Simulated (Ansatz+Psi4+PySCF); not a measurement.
A calculation with Ansatz (development build ahead of 0.2.0).

```yaml
crystal:
  periodic: [false, false, false]
  atoms:
    - { symbol: B, position_ang: [0.0, 0.0, -0.94423] }
    - { symbol: B, position_ang: [0.0, 0.0, 0.94423] }
basis:
  gaussian: { orbitals: cc-pVTZ }
magnetization:
  initial_magnetization: 2
hamiltonian:
  xc: hf
correlation:
  method: mp2
  frozen_orbitals: { B: 1 }
```

The input is written out in the form of the current development build from the run's settings. Correlation on restricted open-shell orbitals is semicanonical, with singles.

Output:

* Converged: yes
* Reference energy: -49.10894 hartree
* Correlation energy: -0.11631 hartree
* Total energy: -49.22526 hartree
* Spin squared of the determinant: 2.000
* Stability test: minimum among restricted orbitals

Messages of the program:
```
unrestricted determinant -1336.69133608 eV, -49.1225005589 hartree, S^2 2.5629
```

Caution: large amplitudes, a single reference is doubtful; the determinant breaks the point group; another reference gives a lower total.
